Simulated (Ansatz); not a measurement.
System: C₄H₄N (charge 0, doublet). It need not be the lowest isomer of its formula. SMILES: [N]1C=CC=C1
Coordinates optimised at B3LYP-D3(BJ)/def2-TZVP (Ansatz, a program for electronic structure):
```xyz
9

N     -0.0054     0.0108     1.2420
C      0.0092     1.0674     0.4151
C     -0.0129    -1.0600     0.4335
C      0.0113     0.6704    -0.9867
C     -0.0028    -0.6874    -0.9749
H      0.0180     2.0783     0.7998
H     -0.0251    -2.0641     0.8357
H      0.0219     1.3324    -1.8374
H     -0.0062    -1.3643    -1.8140
```
Charge 0, spin multiplicity 2.

Wanted: atomisation energy (electronic, to ground-state atoms), in eV. Correlated levels leave the core frozen unless marked. UHF or UKS for open shells. Spin-orbit coupling is left out. No relativistic terms. The coupled-cluster limit lacks core correlation, which all-electron functionals hold. CBS marks a two-point X^-3 extrapolation of the correlation energy; Hartree-Fock from the larger set. The bracket is a focal-point correction in the basis named.

| level | program | atomisation energy (eV) |
|---|---|---|
| r2SCAN/def2-TZVPD | Ansatz | 42.34 |

Estimate the value at RI-MP2/CBS(cc-pVTZ,cc-pVQZ)+[CCSD(T)-MP2]/cc-pVDZ as computed with Ansatz.

41.87 eV
